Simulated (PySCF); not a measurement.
# CF4: adding exact exchange

Base calculation in PySCF with density fitting and no spin–orbit coupling, PBE/def2-TZVP (no relativity): singlet, Td, C–F 1.337 Å (×4); wavenumbers 412 (×2), 599 (×3), 867, 1199 (×3) cm⁻¹; gap between the highest occupied and lowest empty levels 11.83 eV, polar-tensor charge of C 2.02 e, atomisation energy (no zero-point energy) 2112 kJ/mol.

Problem. What changes on going to PBE0/def2-TZVP (no relativity)?

Solution. The point group stays the same. Changes: mean bond to C -0.019 Å, highest wavenumber +97 cm⁻¹, lowest wavenumber +24 cm⁻¹, gap between the highest occupied and lowest empty levels +3.54 eV, polar-tensor charge of C +0.06 e, atomisation energy (no zero-point energy) -108 kJ/mol. The new structure has C–F 1.318 Å (×4), with wavenumbers 436 (×2), 634 (×3), 925, 1296 (×3) cm⁻¹. Exact exchange shortens and stiffens the bonds and opens the gap, the usual pattern.

Each species is the lowest minimum found with this bonding; other isomers or fragments can lie lower.
